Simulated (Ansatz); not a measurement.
Li (bcc, W type): values from a third-order Birch-Murnaghan fit to a volume scan beside measured ones. Computed values: r2SCAN (plane waves to 500 eV, PAW, scalar-relativistic; Ansatz, a quantum-chemistry and plane-wave program). Li was relaxed with its symmetry unable to fall. The PAW data are Ansatz's earlier set.

| quantity | reference | kind |
|---|---|---|
| Lattice constant a (Å) | 3.449 | measured, corrected to the static lattice |
| Bulk modulus B₀ (GPa) | 13.8 | measured, corrected to the static lattice |

References as given in: Gábor I. Csonka, John P. Perdew, Adrienn Ruzsinszky et al., Physical Review B (2009), arXiv:0903.4037; H. Levämäki, M. P. J. Punkkinen, K. Kokko et al., Physical Review B (2014), arXiv:1402.3671.

### Question
Estimate the r2SCAN values and the sign and size of each difference.

### Answer
| quantity | r2SCAN | difference |
|---|---|---|
| Lattice constant a (Å) | 3.476 | +0.8 % |
| Bulk modulus B₀ (GPa) | 13.1 | -5.3 % |

r2SCAN overestimates the lattice constant a by 0.8 %. For the bulk modulus B₀ it lies within 5.3 % of the reference.

(A scan under strain: stresses follow from slopes of the energy per volume, elastic moduli from its curvatures.)
